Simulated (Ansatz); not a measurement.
Results of the Gaussian-basis code of Ansatz.

A structure relaxed at PBE0-D4/def2-TZVP, charge 0, multiplicity 1:

Cartesian coordinates in Å:
```
O 0.041 0.753 1.823
C -0.147 0.294 0.752
C 0.239 -0.201 -0.546
O -1.158 -0.115 0.003
H 0.598 -1.217 -0.666
H 0.427 0.485 -1.366
```

Question: Give its formula and SMILES.

Answer: C2H2O2, `O=C1CO1`.

Question: Point group (tolerance 0.08 Å, 0.16 Å for H)?

Answer: Cs.

Question: Summarise the bond lengths by kind.

Answer: 3 × C–O 1.181 to 1.504 Å; 1 × C–C 1.441 Å; 2 × C–H 1.085 Å.
